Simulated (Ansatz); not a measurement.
This geometry of C₂H₅O (8 atoms, charge 0, multiplicity 2) is a first-order saddle point.

Theory: UKS PBE/def2-SVP (Ansatz 0.2.0).

```xyz
8
Properties=species:S:1:pos:R:3
C -0.463 0.608 -0.256
C 0.422 -0.557 0.235
O 1.735 -0.512 -0.044
H -1.255 0.269 -0.954
H 0.186 1.329 -0.791
H -0.959 1.141 0.579
H 0.025 -1.557 -0.121
H 0.308 -0.720 1.351
```

(1) Which two structures does it join? (They come from a converged band through this point; their orientation in space is the band's.)

(2) How far does it lie above each of them?

Results:

(1) No bond is made or broken. The dihedral H4–C1–C2–O3 goes from -180 to 59°. The two ends are copies of one structure, up to a mirror image or an exchange of like atoms.

First end point:

```xyz
8
Properties=species:S:1:pos:R:3
C -0.452 0.601 -0.267
C 0.417 -0.550 0.245
O 1.693 -0.270 0.566
H -1.482 0.259 -0.499
H -0.012 1.037 -1.186
H -0.514 1.405 0.493
H 0.416 -1.418 -0.484
H -0.067 -1.063 1.133
```

Last end point:

```xyz
8
Properties=species:S:1:pos:R:3
C -0.449 0.610 -0.250
C 0.415 -0.559 0.228
O 1.510 -0.858 -0.493
H -0.819 0.422 -1.278
H 0.146 1.546 -0.270
H -1.324 0.766 0.415
H -0.203 -1.504 0.338
H 0.725 -0.423 1.310
```

(2) 0.097 eV above the first and 0.097 eV above the second. This is the barrier of this one path; another mechanism may lie lower.

Run time: 110 s on 1 thread of Arm Neoverse V1 (shared host), peak memory 0.13 GiB.
